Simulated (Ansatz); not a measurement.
**GeH2: structure and electronic state**

What does GeH2 look like as a singlet, and where do its frontier electrons sit?

Computed with Ansatz 0.2.0, Gaussian basis. Level: RKS PBE0-D4/def2-TZVP.

Plan: relaxation at r2SCAN-D4/def2-TZVP; a single point at PBE0-D4/def2-TZVP.

### Step 1. The system as given

3 atoms, charge 0, spin multiplicity 1.

Atoms are counted from 1 here; the program's logs count them from 0.

Bond lengths: Ge1–H2 1.609 Å, Ge1–H3 1.607 Å. Angles: H2–Ge1–H3 86.5°.

The start is a GFN2-xTB geometry.

### Step 2. Relaxation at r2SCAN-D4/def2-TZVP

Input file in.yaml:

```yaml
crystal:
  periodic: [false, false, false]
  atoms:
    - {symbol: Ge, position_ang: [0.004590, -0.009050, -0.781020]}
    - {symbol: H, position_ang: [1.098840, -0.017820, 0.398440]}
    - {symbol: H, position_ang: [-1.103430, 0.026870, 0.382580]}
basis:
  gaussian: {orbitals: def2-TZVP}
hamiltonian: {xc: r2scan, dispersion: d4}
scf: {omitted_lower_state_checks: [starts]}
output: {orbitals: {seedname: orbitals}}
relax: {f_tol: 0.02, max_steps: 100}
```

Started as:

```
$ ansatz run in.yaml --threads 4 --pin off --events-out ev --progress --plain --max-ram 3916MiB
```

The runs that follow: Single point, PBE0-D4/def2-TZVP.

**Question.** What will the summary of the whole plan be? Wanted: point group; commonest bond; HOMO, LUMO at PBE0-D4/def2-TZVP; dipole at r2SCAN-D4/def2-TZVP.

**Answer**, as computed:

```
                       quantity                           value
                    point group                             C2v
                 commonest bond  Ge–H, 2 of mean length 1.591 Å
HOMO, LUMO at PBE0-D4/def2-TZVP                 -6.91, -3.03 eV
  dipole at r2SCAN-D4/def2-TZVP                          0.13 D
```

**Reading.** The molecule keeps its bonding pattern by the stored test; the atoms moved 0.03 Å (rms). No usable vibrations, so a minimum isn't proven. The HOMO lies nearest to Ge1 65 %; H2, H3 about 18 % each and the LUMO to Ge1 73 %; H2, H3 about 14 % each.
